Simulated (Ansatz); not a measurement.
One crystal and one scan (energy against volume) at two levels, r2SCAN (plane waves to 500 eV, PAW, scalar-relativistic; Ansatz, a first-principles code) and PBE (plane waves to 420 eV, PAW, scalar-relativistic; Ansatz), each from its own relaxed cell and on its own mesh. The cell shown is that of r2SCAN.

Li (bcc, W type)

```
Li
1.0
   -1.73873     1.73873     1.73873
    1.73873    -1.73873     1.73873
    1.73873     1.73873    -1.73873
Li
1
Direct
  0.00000   0.00000   0.00000
```

E(V) scan at fixed shape, V₀ the volume above. Symmetry pins the atoms to their sites.

E stands for the smeared free energy. Li was relaxed with its symmetry unable to fall. Percentages come from the unrounded values. Both scans cover V/V₀ from 0.840 to 1.160.

Results of r2SCAN:

```
Quantity                                                 Value
-------------------------------------------------------  -----
Lattice constant a (Å)                                   3.477
Pressure at the smallest volume (GPa)                      3.0
Bulk modulus B₀ (third-order Birch-Murnaghan fit) (GPa)   13.1
```

Q: Estimate the PBE values.

A: 
| quantity | PBE | r2SCAN − PBE |
|---|---|---|
| Lattice constant a (Å) | 3.435 | +0.042 (+1.2 %) |
| Pressure at the smallest volume (GPa) | 3.2 | -0.2 (-6 %) |
| Bulk modulus B₀ (third-order Birch-Murnaghan fit) (GPa) | 13.9 | -0.8 (-6 %) |

r2SCAN gives the higher value for: lattice constant a. r2SCAN gives the lower value for: bulk modulus B₀. For the lattice constant a the reference is 3.449 Å (measured, corrected to the static lattice; as given in Gábor I. Csonka, John P. Perdew, Adrienn Ruzsinszky et al., Physical Review B (2009), arXiv:0903.4037): PBE lies nearer. For the bulk modulus B₀ the reference is 13.8 GPa (measured, corrected to the static lattice; as given in H. Levämäki, M. P. J. Punkkinen, K. Kokko et al., Physical Review B (2014), arXiv:1402.3671): within its tolerance of 5.3 % it doesn't tell which level is nearer.  Neither level is exact: the differences show how much the result hangs on the functional.

(Under strain, the slope of the energy per volume gives the stress and its curvature an elastic modulus.)
